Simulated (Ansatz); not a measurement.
Geometry optimisation, RKS B3LYP-D4/def2-SVP (Ansatz 0.2.0).

Input:

```yaml
crystal:
  periodic: [false, false, false]
  atoms:
    - { symbol: B, position_ang: [-1.66013, 0.63, -1.5187] }
    - { symbol: Si, position_ang: [-0.3186, 0.85567, -0.31757] }
    - { symbol: Si, position_ang: [0.87473, -0.73444, 0.82509] }
    - { symbol: H, position_ang: [-2.42785, 0.42345, -2.35546] }
    - { symbol: H, position_ang: [0.07803, 2.20506, 0.12159] }
    - { symbol: H, position_ang: [0.33567, -1.00139, 2.16525] }
    - { symbol: H, position_ang: [2.2899, -0.37987, 0.99676] }
    - { symbol: H, position_ang: [-0.43933, -0.32402, -1.13449] }
basis:
  gaussian: { orbitals: def2-SVP }
hamiltonian:
  xc: b3lyp
  dispersion: d4
relax:
  f_tol: 0.02
  max_steps: 50
```

Run as:

```bash
$ ansatz run input.yaml --threads 1 --pin off --max-ram 2048MiB --backend cpu --events-out ev --progress --plain --runs-dir out
```

Task: Where does it end, and by what steps?

Result: It converged. After 16 steps the energy has fallen by 4.374 eV; H8 moved furthest, 1.35 Å. Parted: Si2–H8. Joined: B1–H8.

```json
{"step": "0", "energy less start (eV)": "0.0000", "largest force component (eV/Å)": "3.784", "accepted": "yes"}
{"step": "1", "energy less start (eV)": "-1.0147", "largest force component (eV/Å)": "2.311", "accepted": "yes"}
{"step": "2", "energy less start (eV)": "-1.7931", "largest force component (eV/Å)": "1.932", "accepted": "yes"}
{"step": "3", "energy less start (eV)": "-2.3327", "largest force component (eV/Å)": "1.604", "accepted": "yes"}
{"step": "4", "energy less start (eV)": "-2.8535", "largest force component (eV/Å)": "1.006", "accepted": "yes"}
{"step": "5", "energy less start (eV)": "-3.1946", "largest force component (eV/Å)": "1.293", "accepted": "yes"}
{"step": "6", "energy less start (eV)": "-3.4853", "largest force component (eV/Å)": "0.816", "accepted": "yes"}
{"step": "7", "energy less start (eV)": "-3.7719", "largest force component (eV/Å)": "0.621", "accepted": "yes"}
{"step": "8", "energy less start (eV)": "-3.8913", "largest force component (eV/Å)": "0.875", "accepted": "yes"}
{"step": "9", "energy less start (eV)": "-4.0481", "largest force component (eV/Å)": "0.354", "accepted": "yes"}
{"step": "10", "energy less start (eV)": "-4.1556", "largest force component (eV/Å)": "0.411", "accepted": "yes"}
{"step": "11", "energy less start (eV)": "-4.2371", "largest force component (eV/Å)": "0.595", "accepted": "yes"}
{"step": "12", "energy less start (eV)": "-4.3228", "largest force component (eV/Å)": "0.290", "accepted": "yes"}
{"step": "13", "energy less start (eV)": "-4.3610", "largest force component (eV/Å)": "0.111", "accepted": "yes"}
{"step": "14", "energy less start (eV)": "-4.3710", "largest force component (eV/Å)": "0.054", "accepted": "yes"}
{"step": "15", "energy less start (eV)": "-4.3721", "largest force component (eV/Å)": "0.120", "accepted": "yes"}
{"step": "16", "energy less start (eV)": "-4.3737", "largest force component (eV/Å)": "0.017", "accepted": "yes"}
```

```xyz
8
Properties=species:S:1:pos:R:3
B -1.404 0.223 -1.442
Si -0.056 1.037 -0.298
Si 0.922 -0.289 1.110
H -2.021 0.849 -2.267
H 0.372 2.461 -0.277
H 0.564 -1.730 1.168
H 1.975 0.078 2.094
H -1.620 -0.955 -1.306
```

Run time: 2.6 min on 1 CPU thread of a shared host.
